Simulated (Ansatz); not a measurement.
For 1T (CdI2-type) CdI₂, rVV10 in Ansatz (PAW) gives:

| Item | Value |
|---|---|
| equilibrium lattice constant a | 4.313 Å |
| c axis length | 6.806 Å |
| formation enthalpy | -0.565 eV/atom |

**Question.** What does HSE06 (PAW; Ansatz, an electronic-structure program) give for the same quantities?

**Answer.** 
- lattice constant a: 4.296 Å (decreases by 0.4 %)
- lattice parameter c: 7.619 Å (grows by 12 %)
- formation enthalpy: -0.712 eV/atom (moves by -0.147 eV/atom)

For comparison: lattice constant a 4.244 Å (measured, temperature not stated, not corrected to a static lattice; as tabulated in de Haan, NBS Special Publication (1969), 233, by the Crystallography Open …); lattice parameter c 6.859 Å (measured, temperature not stated, not corrected to a static lattice; as tabulated in de Haan, NBS Special Publication (1969), 233, by the Crystallography Open …).

Changes are worked out from the printed values.

Unless a cell is named, each level is at its own relaxed cell (rVV10 36.55, HSE06 40.59 Å³/atom).

Levels without +SOC leave out spin–orbit coupling, which shifts energies and cells of such heavy elements.

Caveats: hybrids on metals are sensitive to the k mesh and can open a false gap (HSE06); the cell comes from a level without a dispersion term, which matters for the spacing of layers, chains or molecules (HSE06). Ansatz's density-functional and Hartree–Fock values are scalar-relativistic unless marked +SOC, with PAW data made under PBE.
